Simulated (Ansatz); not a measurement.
Ansatz (a quantum-chemistry and plane-wave program) input (B3LYP/6-31G*):

Ansatz 0.2 input:
```yaml
crystal:
  periodic: [false, false, false]
  atoms:
    - {symbol: N, position_ang: [-0.01039868, -0.06116531, 1.38508180]}
    - {symbol: C, position_ang: [0.01116539, -0.05072468, -1.42800624]}
    - {symbol: C, position_ang: [-0.00952165, 1.08154003, 0.68972061]}
    - {symbol: C, position_ang: [-0.00060841, -1.22247050, 0.70095245]}
    - {symbol: C, position_ang: [0.00993187, -1.20660501, -0.67952704]}
    - {symbol: C, position_ang: [0.00092518, 1.15104381, -0.70587116]}
    - {symbol: H, position_ang: [0.01954112, -0.05739302, -2.51518795]}
    - {symbol: H, position_ang: [-0.01764111, 1.99459871, 1.28255583]}
    - {symbol: H, position_ang: [-0.00152465, -2.13850573, 1.28613706]}
    - {symbol: H, position_ang: [0.00106114, 2.11275515, -1.21268918]}
basis:
  gaussian:
    orbitals: 6-31G*
hamiltonian:
  xc: {name: B3LYP}
magnetization: {spin_polarized: true, initial_magnetization: 1}
phonons: {temperatures: {t_min: 298.15, t_max: 298.15, t_step: 100}}
```

**Question.** Which harmonic wavenumbers does it give?

**Answer.** 391, 424, 577, 662, 688, 785, 921, 944, 983, 987, 1049, 1074, 1119, 1213, 1286, 1343, 1453, 1484, 1560, 1628, 3174, 3189, 3196, 3204 cm⁻¹ (unscaled; negative means imaginary).
